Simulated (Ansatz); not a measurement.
System: C$_{2}$H$_{3}$Cl, charge 0, singlet. C2H3Cl (SMILES C(Cl)=C).
B3LYP-D3(BJ)/def2-TZVP minimum from Ansatz (an electronic-structure program):
```xyz
6

C      0.0112     0.7589    -0.0124
C      1.3049     1.0233     0.0034
Cl    -0.6370    -0.8532     0.0042
H     -0.7591     1.5163    -0.0370
H      2.0529     0.2431     0.0280
H      1.6388     2.0524    -0.0084
```
Charge 0, spin multiplicity 1.

Property: atomisation energy (electronic, to ground-state atoms), in kJ/mol. Radicals and triplets start from unrestricted determinants; spin-orbit coupling is neglected. CBS(X,Y): correlation extrapolated as X^-3, Hartree-Fock from the larger set (Q,5: extrapolated as (X+1)exp(-9√X)). A bracket is a step between two methods taken in the basis named. The functionals are non-relativistic, so their misses hold any scalar relativity. Double hybrids freeze cores in their MP2 part. 'core' is core correlation in cc-pwCVTZ (1s frozen past Ne), 'X2C' scalar relativity in cc-pVTZ-DK, both at CCSD(T). Where a partner has so few electrons that a lower coupled-cluster level is exact, that level stands in.

CCSD(T)/CBS(cc-pV(Q+d)Z,cc-pV(5+d)Z) + [CCSDT(Q) - CCSD(T)]/cc-pV(D+d)Z + core + X2C (Ansatz) gives 2278.1 kJ/mol.

**Question.** What does PBE/def2-TZVPD (Ansatz) give here, and how do the other levels compare?

**Answer.** PBE gives 2331.6 kJ/mol, 53.5 kJ/mol above it. Differences of the others: B3LYP/def2-TZVPD (Ansatz) -22.3; PBE0/def2-TZVPD (Ansatz) 7.9; wB97M-V/def2-TZVPD (Ansatz) -1.3; B2PLYP/def2-TZVPD (Ansatz) -33.4; CCSD(T)/CBS(cc-pV(Q+d)Z,cc-pV(5+d)Z) + core + X2C (Ansatz) -2.0 kJ/mol. Nearer than PBE: B3LYP/def2-TZVPD, PBE0/def2-TZVPD, wB97M-V/def2-TZVPD, B2PLYP/def2-TZVPD, CCSD(T)/CBS(cc-pV(Q+d)Z,cc-pV(5+d)Z) + core + X2C.
